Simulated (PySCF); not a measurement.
**LiHF₂, a complex of two parts as drawn: interaction energy**

One table from this session's results is given with a row withheld; the runs are named, their logs left out.

Computed with PySCF 2.14.0; each step states its level. No surroundings beyond the atoms listed, unless a continuum is named. Atoms count from 0, parts from 1.

## The system as given

4 atoms, charge 0, multiplicity 1; geometry: GFN2-xTB. Parts: 1 = atoms 0–1, `[Li][F]`, charge 0; 2 = atoms 2–3, `F`, charge 0.

The first run:

Job settings and geometry (Å):

```
{"job": {"xc": "PBE0", "basis": "def2-TZVPD", "d3": "d3bj", "grid": 3, "kind": "geom", "shake": 0.01}, "charge": 0, "multiplicity": 1, "parts": [{"atoms": "0-1", "charge": 0, "multiplicity": 1}, {"atoms": "2-3", "charge": 0, "multiplicity": 1}]}
Li     0.394378     0.238852     0.761027
F     -0.415872    -0.887528    -0.096595
F      0.228503    -0.947912     2.048405
H     -0.136126    -1.238692     1.155942
```

Command:

```sh
$ OMP_NUM_THREADS=1 python cluster_run.py task.json out
```

One launch serves the whole session: the jobs run in the order shown.

Steps of the session up to this table: Geometry optimisation at PBE0-D3(BJ)/def2-TZVPD; Coupled-cluster interaction energy: CCSD(T) and MP2, 1.77 Å; Coupled-cluster interaction energy: CCSD(T) and MP2, 1.86 Å; Coupled-cluster interaction energy: CCSD(T) and MP2, 1.95 Å; Coupled-cluster interaction energy: CCSD(T) and MP2, 1.69 Å; Coupled-cluster interaction energy: CCSD(T) and MP2, 2.22 Å; Coupled-cluster interaction energy: CCSD(T) and MP2, 1.60 Å; Coupled-cluster interaction energy: CCSD(T) and MP2, 2.66 Å; Coupled-cluster interaction energy: CCSD(T) and MP2, 3.55 Å.

One of the session's tables, all rows but one given; the rest of the session is left out.

It belongs to the step «Coupled-cluster interaction energy: CCSD(T) and MP2, 3.55 Å». 

```
                 method  interaction energy (kcal/mol)
         HF/aug-cc-pVDZ                          -9.03
        MP2/aug-cc-pVDZ                          -8.52
       CCSD/aug-cc-pVDZ                          -8.40
    CCSD(T)/aug-cc-pVDZ                          -8.38
         HF/aug-cc-pVQZ                          -8.91
        MP2/aug-cc-pVQZ                          -8.64
    SCS-MP2/aug-cc-pVQZ                              ?
      MP2, extrapolated                          -8.69
CCSD(T), limit estimate                          -8.54
```

**Question.** Estimate the row for SCS-MP2/aug-cc-pVQZ.

**Answer.** interaction energy (kcal/mol): -8.45. In the column «interaction energy (kcal/mol)» it lies between MP2/aug-cc-pVDZ (-8.52) and CCSD/aug-cc-pVDZ (-8.40).
